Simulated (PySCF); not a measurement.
Gas-phase reaction: 2 H₃SiPH₂ + 2 Si = 2 P + i-Si₄H₁₀

Method: PySCF energies plus ideal-gas RRHO corrections (1 bar). † marks an energy on the PBE0/def2-TZVP geometry and frequencies; other levels use their own. MP2 and CCSD(T) freeze the core. 6-31G* has spherical d functions here. Open shells (unrestricted): Si (multiplicity 3, electronic degeneracy 9), P (multiplicity 4); the rest are closed-shell singlets. Spin-orbit splitting is ignored; it lowers the true energy and changes the entropy of Si. MP2 isn't extrapolated to the basis-set limit; its ΔH°(298 K) is -261.3 kJ in def2-SVP and -228.8 kJ in def2-TZVPP. CCSD(T) isn't extrapolated to the basis-set limit. The harmonic model lacks anharmonicity and excited electronic states, which grow with temperature; levels with a mode under 35 cm⁻¹ are left out. Internal rotation in H₃SiPH₂, i-Si₄H₁₀ is treated as a harmonic vibration of one conformer, which makes the entropy rough.

```tsv
level	ΔE electronic, kJ	ΔH°(298 K), kJ	ΔS°(298 K), J/K	ΔG°(800 K), kJ
BLYP/def2-TZVP†	-129	-130	-161	-6
CCSD(T)/def2-SVP†	-241	-242	-161	-118
HF/6-31G*	-303	-306	-162	-181
M06-2X/def2-TZVP†	-171	-172	-161	-48
MP2/def2-SVP†	-260	-261	-161	-137
MP2/def2-TZVPP†	-228	-229	-161	-105
PBE/def2-TZVP†	-164	-165	-161	-41
PBE0/def2-TZVP	-188	-189	-161	-65
```
ΔH° is lowest at HF/6-31G* and highest at BLYP/def2-TZVP†. No reference value is set beside these.
